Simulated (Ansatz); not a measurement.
# Dimethyl ether (C2H6O): ionisation energy by level of theory

The task here is to estimate one member of a computed series from the others.

Method: unrestricted cation, the program's frozen cores in correlated methods; program: Ansatz 0.2.0, Gaussian basis.

Levels to be run: UKS PBE-D4/def2-TZVPP; UKS r2SCAN-D4/def2-TZVPP; UKS PBE0-D4/def2-TZVPP; UKS B3LYP-D4/def2-TZVPP; UKS wB97X-V/def2-TZVPP; UKS wB97M-V/def2-TZVPP; UKS B2PLYP/def2-TZVPP; UHF-CCSD(T)/def2-TZVPP; UHF-MP2/def2-QZVPP; extrapolation to the limit; then −ε(HOMO) from the neutral's earlier runs with LDA (SPW92), PBE-D4, revPBE-D4, BLYP-D4, r2SCAN-D4, B97M-V, PBE0-D4, B3LYP-D4, r2SCANh-D4, r2SCAN0-D4, HSE06-D4, BHLYP-D4, CAM-B3LYP-D4, LC-ωPBE, ωB97X-V, ωB97M-V.

## Structure used throughout

An earlier PBE0-D4 in a triple-zeta def2 set relaxation fixed the geometry.

SMILES `COC`, 9 atoms, charge 0, spin multiplicity 1.

Atoms are counted from 1 here; the program's logs count them from 0.

Bond lengths: C1–O2 1.399 Å, C1–H4 1.100 Å, C1–H5 1.090 Å, C1–H6 1.100 Å, O2–C3 1.399 Å, C3–H7 1.100 Å, C3–H8 1.090 Å, C3–H9 1.100 Å. Angles: O2–C1–H4 111.6°, O2–C1–H5 107.7°, O2–C1–H6 111.6°, H4–C1–H5 108.9°, H4–C1–H6 108.2°, H5–C1–H6 108.9°, C1–O2–C3 112.1°, O2–C3–H7 111.6°, O2–C3–H8 107.7°, O2–C3–H9 111.6°, H7–C3–H8 108.9°, H7–C3–H9 108.2°, H8–C3–H9 108.9°.

Set-up of the first run:

in.yaml

```yaml
crystal:
  periodic: [false, false, false]
  atoms:
    - {symbol: C, position_ang: [-0.403523, 0.867413, -0.647267]}
    - {symbol: O, position_ang: [0.572869, -0.133292, -0.598229]}
    - {symbol: C, position_ang: [0.489026, -0.892698, 0.573705]}
    - {symbol: H, position_ang: [-1.418059, 0.443966, -0.619150]}
    - {symbol: H, position_ang: [-0.274174, 1.411531, -1.583209]}
    - {symbol: H, position_ang: [-0.302449, 1.572114, 0.190922]}
    - {symbol: H, position_ang: [-0.483307, -1.399454, 0.658250]}
    - {symbol: H, position_ang: [1.277194, -1.645249, 0.538458]}
    - {symbol: H, position_ang: [0.630822, -0.270630, 1.469420]}
basis:
  gaussian: {orbitals: def2-TZVPP}
total_charge: 1
magnetization: {spin_polarized: true, initial_magnetization: 1}
hamiltonian: {xc: pbe, dispersion: d4}
```

On the command line:

```console
ansatz run in.yaml --threads 4 --pin off --events-out ev --progress --plain --max-ram 10444MiB
```

Steps of the session up to this table: Cation, UKS PBE-D4/def2-TZVPP; Cation, UKS r2SCAN-D4/def2-TZVPP; Cation, UKS PBE0-D4/def2-TZVPP; Cation, UKS B3LYP-D4/def2-TZVPP; Cation, UKS wB97X-V/def2-TZVPP; Cation, UKS wB97M-V/def2-TZVPP; Cation, UKS B2PLYP (frozen core)/def2-TZVPP; Cation, UHF-CCSD(T)/def2-TZVPP; Cation, UHF-MP2/def2-QZVPP.

One table of the session follows, with a row left open; its other results are not shown here.

It belongs to the step «Ionisation energies side by side». Orbital estimates, from the neutral's runs:

| functional | −ε(HOMO) (eV) |
| --- | --- |
| LDA (SPW92) | 5.92 |
| PBE-D4 | 5.82 |
| revPBE-D4 | 5.78 |
| BLYP-D4 | 5.76 |
| r2SCAN-D4 | 6.14 |
| B97M-V | 6.33 |
| PBE0-D4 | 7.42 |
| B3LYP-D4 | 7.20 |
| r2SCANh-D4 | 6.74 |
| r2SCAN0-D4 | 7.65 |
| HSE06-D4 | 7.02 |
| BHLYP-D4 | 9.01 |
| CAM-B3LYP-D4 | 8.89 |
| LC-ωPBE | 10.19 |
| ωB97X-V | ? |
| ωB97M-V | 9.84 |

**Question.** Estimate the row for ωB97X-V.

The run gave: −ε(HOMO) (eV): 9.90. In the column «−ε(HOMO) (eV)» it lies between ωB97M-V (9.84) and LC-ωPBE (10.19).
